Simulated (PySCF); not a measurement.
B₂: from constants to spectrum

ROHF-SCS-MP2 constants of B₂, triplet, unpaired electrons π ↑↑ (B def2-SVPD; no relativity (PySCF 2.14); masses 11.0093 and 11.0093 u):

```
ωe          : 877.6 cm⁻¹
ωexe        : 22.6 cm⁻¹
Be          : 1.1482 cm⁻¹
αe          : 0.0257 cm⁻¹
De to B + B : 0.236 eV
```

**Question.** What force constant and bond length do these constants imply?

**Answer.** Reduced mass μred = 5.5047 u; k = 5.8918×10⁻⁷·μred·ωe² (u, cm⁻¹, mdyn/Å) = 2.50 mdyn/Å; Re = √(16.8576/(μred·Be)) (u, cm⁻¹, Å) = 1.633 Å.

**Question.** Estimate the centrifugal constant D from the Kratzer relation and find the Dunham coefficient a1.

**Answer.** D = 4Be³/ωe² = 7.86e-06 cm⁻¹; a1 = −1 − αeωe/(6Be²) = -3.85.

Correlated steps freeze 2 core orbitals. The bond is weak. Basis-set superposition, not corrected here, can be much of De in a small basis, most of all at correlated wavefunction levels. The state is the lowest determinant that a PBE0 search found; another state may lie lower at other levels.
